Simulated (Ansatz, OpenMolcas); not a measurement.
## Worked example: vertical electron affinity of CH4OSi (SMILES CO[SiH])

CH4OSi: 7 atoms, total charge 0, spin state singlet. SMILES: `CO[SiH]`. Geometry: relaxed at PBE0-D4/def2-TZVP. This is one conformer, not always the lowest.

Both states at this one shape; open shells run unrestricted unless said. 1 Eh = 27.2114 eV.

| level | program | singlet CH4OSi (Eh) | doublet CH4OSi− (Eh) |
| --- | --- | --- | --- |
| PBE/aug-cc-pVDZ | Ansatz | -404.921071 | -404.933746 |
| TPSS/aug-cc-pVDZ | OpenMolcas | -405.250687 | -405.261168 |
| CAM-B3LYP/aug-cc-pVDZ | Ansatz | -405.165431 | -405.174715 |
| PBE-QIDH/aug-cc-pVDZ, 7 core orbitals frozen | Ansatz | -404.823104 | -404.832182 |

Task: Work out the vertical electron affinity, E(N) − E(N+1), at each level.

Result: 
1. PBE/aug-cc-pVDZ: -404.921071 − (-404.933746) = 0.012675 Eh = 0.34 eV.
2. TPSS/aug-cc-pVDZ: -405.250687 − (-405.261168) = 0.010481 Eh = 0.29 eV.
3. CAM-B3LYP/aug-cc-pVDZ: -405.165431 − (-405.174715) = 0.009284 Eh = 0.25 eV.
4. PBE-QIDH/aug-cc-pVDZ: -404.823104 − (-404.832182) = 0.009078 Eh = 0.25 eV.

No measured value is set beside it here; the levels span 0.25 to 0.34 eV.
